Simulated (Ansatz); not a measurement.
Energy needed to pull apart Si2H4S (SMILES [SiH3][SiH]=S), singlet, into free ground-state atoms, from the structure below (displaced at random from its PBE0-D4/def2-TZVP minimum); no zero-point or spin–orbit terms; open-shell atoms are treated unrestricted, in their ground-state multiplicity.

| atom | x (Å) | y (Å) | z (Å) |
| --- | --- | --- | --- |
| Si1 | -0.7907 | 0.3503 | -0.3291 |
| Si2 | 0.9890 | -0.6740 | 0.2262 |
| S3 | 1.7533 | -0.5331 | 2.1046 |
| H4 | -1.9123 | -0.3745 | -0.9089 |
| H5 | -0.3679 | 1.3484 | -1.4279 |
| H6 | -1.3264 | 1.3271 | 0.6235 |
| H7 | 1.6645 | -1.2745 | -0.9054 |

Program: Ansatz 0.2.0. Basis: def2-TZVPP. Cores are frozen in the correlated methods.

```tsv
method	atomization energy (eV)
PBE-D4	20.16
r2SCAN-D4	20.27
PBE0-D4	?
wB97M-V	20.18
HF	?
MP2	19.45
CCSD	19.15
CCSD(T)	19.51
```

Question: What does HF give? (An estimate is asked for; the value comes from the calculation.)

Answer: Computed: 14.37 eV, which is about 5.15 eV less than CCSD(T)/def2-TZVPP.

Question: What does PBE0-D4 give? (To be estimated.)

Answer: The calculation gives: 19.93 eV, which is about 0.41 eV more than CCSD(T)/def2-TZVPP.

In triple zeta the MP2 and coupled-cluster atomization energies are still short of their basis limit by a few kcal/mol a bond, whereas those of the functionals are nearly converged, so these differences are not deviations from converged CCSD(T).

The T1 diagnostic stays at or below 0.021. The restricted Hartree–Fock reference is unstable towards an unrestricted one here.

For scale, one of the runs: CCSD(T)/def2-TZVPP forces, 182 basis functions (an equivalent command: `ansatz run in.yaml --threads 2`). The run took 2.2 min on 2 CPU threads (shared host), with 2.8 GiB of host memory at its peak.
